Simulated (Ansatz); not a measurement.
# Ethylmethylamine (C₃H₉N): up Jacob's ladder to CCSD(T)

An exercise on one series of results from a longer session: the logs are not shown, and one member is left open.

The runs use Ansatz 0.2.0, Gaussian basis; functionals in def2-TZVPP, the program's frozen cores in correlated methods.

The runs, in order: LDA (SPW92), PBE-D4, revPBE-D4, BLYP-D4, r2SCAN-D4, B97M-V, PBE0-D4, B3LYP-D4, r2SCANh-D4, r2SCAN0-D4, HSE06-D4, BHLYP-D4, CAM-B3LYP-D4, LC-ωPBE, ωB97X-V, ωB97M-V, B2PLYP, PBE-QIDH; CCSD(T)/def2-SVP; CCSD(T)/def2-TZVPP; MP2/def2-QZVPP; extrapolation to the limit; RPA on PBE.

## The relaxed structure

The geometry comes from an earlier relaxation with PBE0-D4 in a triple-zeta def2 set; it is a stationary point, not always the lowest conformer.

SMILES `CCNC`, 13 atoms, charge 0, spin multiplicity 1.

Atoms are counted from 1 here; the program's logs count them from 0.

Bond lengths: C1–C2 1.513 Å, C1–H5 1.092 Å, C1–H6 1.092 Å, C1–H7 1.094 Å, C2–N3 1.447 Å, C2–H8 1.096 Å, C2–H9 1.106 Å, N3–C4 1.445 Å, N3–H10 1.013 Å, C4–H11 1.092 Å, C4–H12 1.104 Å, C4–H13 1.094 Å. Angles: C2–C1–H5 110.6°, C2–C1–H6 111.0°, C2–C1–H7 111.0°, H5–C1–H6 108.6°, H5–C1–H7 107.9°, H6–C1–H7 107.6°, C1–C2–N3 111.2°, C1–C2–H8 109.7°, C1–C2–H9 109.7°, N3–C2–H8 107.7°, N3–C2–H9 112.3°, H8–C2–H9 106.1°, C2–N3–C4 113.2°, C2–N3–H10 109.4°, C4–N3–H10 109.9°, N3–C4–H11 109.9°, N3–C4–H12 114.0°, N3–C4–H13 109.5° and more.

Geometry (Å):

```xyz
13

C    -0.8411    1.6363   -0.2846
C    -0.5687    0.2340    0.2155
N     0.6116   -0.3244   -0.4083
C     0.9463   -1.6404    0.0845
H    -0.9570    1.6408   -1.3702
H    -1.7497    2.0420    0.1650
H    -0.0175    2.3108   -0.0306
H    -1.4155   -0.4173   -0.0304
H    -0.4972    0.2390    1.3191
H     1.3935    0.3045   -0.2703
H     1.8734   -1.9862   -0.3768
H     1.0644   -1.6935    1.1805
H     0.1575   -2.3456   -0.1933
```

Set-up of the first run:

File in.yaml:

```yaml
crystal:
  periodic: [false, false, false]
  atoms:
    - {symbol: C, position_ang: [-0.841052, 1.636252, -0.284561]}
    - {symbol: C, position_ang: [-0.568745, 0.234007, 0.215530]}
    - {symbol: N, position_ang: [0.611627, -0.324371, -0.408291]}
    - {symbol: C, position_ang: [0.946269, -1.640403, 0.084497]}
    - {symbol: H, position_ang: [-0.957028, 1.640821, -1.370218]}
    - {symbol: H, position_ang: [-1.749716, 2.041991, 0.164966]}
    - {symbol: H, position_ang: [-0.017493, 2.310761, -0.030641]}
    - {symbol: H, position_ang: [-1.415543, -0.417319, -0.030447]}
    - {symbol: H, position_ang: [-0.497152, 0.238976, 1.319116]}
    - {symbol: H, position_ang: [1.393536, 0.304487, -0.270270]}
    - {symbol: H, position_ang: [1.873446, -1.986162, -0.376826]}
    - {symbol: H, position_ang: [1.064382, -1.693476, 1.180461]}
    - {symbol: H, position_ang: [0.157469, -2.345575, -0.193317]}
basis:
  gaussian: {orbitals: def2-TZVPP}
hamiltonian: {xc: lda}
output: {orbitals: {seedname: orbitals}}
```

Steps of the session up to this table: LDA; PBE-D4 (GGA); revPBE-D4 (GGA); BLYP-D4 (GGA); r2SCAN-D4 (meta-GGA); B97M-V (meta-GGA); PBE0-D4 (hybrid); B3LYP-D4 (hybrid); r2SCANh-D4 (hybrid); r2SCAN0-D4 (hybrid); HSE06-D4 (hybrid); BHLYP-D4 (hybrid); CAM-B3LYP-D4 (range-separated); LC-ωPBE-D4 (range-separated; the results give it without D4); ωB97X-V (range-separated); ωB97M-V (range-separated); B2PLYP (double hybrid); PBE-QIDH (double hybrid).

One table of the session follows, with a row left open; its other results are not shown here.

It belongs to the step «Frontier levels by functional». 

```
  functional  HOMO (eV)  LUMO (eV)  gap (eV)
 LDA (SPW92)      -5.03       0.25      5.28
      PBE-D4      -4.95       0.41      5.36
   revPBE-D4      -4.90       0.50      5.40
     BLYP-D4      -4.86       0.39      5.26
   r2SCAN-D4      -5.21       1.17      6.39
      B97M-V          ?          ?         ?
     PBE0-D4      -6.37       1.23      7.59
    B3LYP-D4      -6.16       0.88      7.04
  r2SCANh-D4      -5.75       1.41      7.15
  r2SCAN0-D4      -6.56       1.73      8.29
    HSE06-D4      -5.96       0.86      6.82
    BHLYP-D4      -7.76       1.82      9.58
CAM-B3LYP-D4      -7.80       1.98      9.78
     LC-ωPBE      -9.13       3.30     12.43
     ωB97X-V      -8.82       3.09     11.91
     ωB97M-V      -8.75       2.65     11.40
```

Estimate the missing values for B97M-V.

As computed: HOMO (eV): -5.41; LUMO (eV): 0.59; gap (eV): 6.00. In the column «HOMO (eV)» it lies between r2SCANh-D4 (-5.75) and r2SCAN-D4 (-5.21).
